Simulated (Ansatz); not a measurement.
A nudged elastic band was laid between two geometries of FH3Si + H3P (9 atoms, charge 0, multiplicity 1).

Level of theory: RKS PBE/def2-SVP in Ansatz.

| Quantity | Value |
| --- | --- |
| movable images | 5 |
| climbing image | yes |
| spring | 5.0 eV/Å² |
| optimiser | quadratic models (default) |
| start path | through a guess of the saddle point |
| force threshold | 0.05 eV/Å |
| iteration limit | 60 |
| end points | relaxed |

Initial state:

```xyz
9
Properties=species:S:1:pos:R:3
Si 0.719 -0.021 -0.273
H 1.182 -0.247 1.136
H 1.845 -0.261 -1.234
H 0.181 1.371 -0.438
F -0.483 -1.090 -0.612
P -3.651 -0.218 1.452
H -2.595 -0.640 0.569
H -3.243 -1.148 2.476
H -2.843 0.838 2.013
```

Final state:

```xyz
9
Properties=species:S:1:pos:R:3
Si -0.544 -0.200 -0.635
H 0.193 0.543 3.573
H 0.733 -0.127 0.152
H -0.606 0.906 -1.650
F -0.559 -1.631 -1.443
P -2.286 0.028 0.793
H -3.249 -0.376 -0.199
H -2.127 -1.306 1.312
H -0.441 0.746 3.188
```

Which bonds break or form, and what moves?

Bonds broken: Si1–H2, P6–H9. Bonds formed: Si1–P6, H2–H9. FH3Si + H3P becomes FH4PSi + H2.

Give the energies along the band, and the barrier.

The run converged. The highest image is number 3 of 0 to 6, 2.15 eV above the first end and 2.14 eV above the last; the last end lies 0.01 eV above the first. Neighbouring images differ by up to 2.1 eV, so the band resolves the path poorly. A vibrational analysis at the climbing image gives one clearly imaginary mode, 1021i cm⁻¹: a first-order saddle point. The orbitals stay closed-shell, which can raise the energy where a bond breaks towards radicals; this wasn't checked here.

```
image  path coordinate (Å)  energy (eV)  Si1–H2 (Å)  P6–H9 (Å)  Si1–P6 (Å)
    0                 0.00         0.00        1.50       1.44        4.70
    1                 1.53         0.02        1.50       1.44        4.28
    2                 3.05         0.29        1.50       1.44        3.56
    3                 4.58         2.15        1.67       1.77        2.65
    4                 6.78         0.09        3.10       3.40        2.28
    5                 8.98         0.08        3.30       3.09        2.29
    6                11.17         0.01        4.34       3.11        2.26
```

What is the geometry of the highest image?


```xyz
9
Properties=species:S:1:pos:R:3
Si -0.170 0.084 -0.047
H 0.092 0.355 1.580
H 0.934 -0.927 0.023
H 0.033 1.540 -0.304
F -0.936 -0.472 -1.414
P -2.664 -0.227 0.792
H -2.486 -1.656 0.833
H -2.668 -0.134 2.238
H -1.020 0.019 1.390
```

The band took 19 iterations and roughly 2.9 core-minutes.

The run took 2.9 min on 1 thread of Arm Neoverse V2 (shared host), peak memory 0.14 GiB.
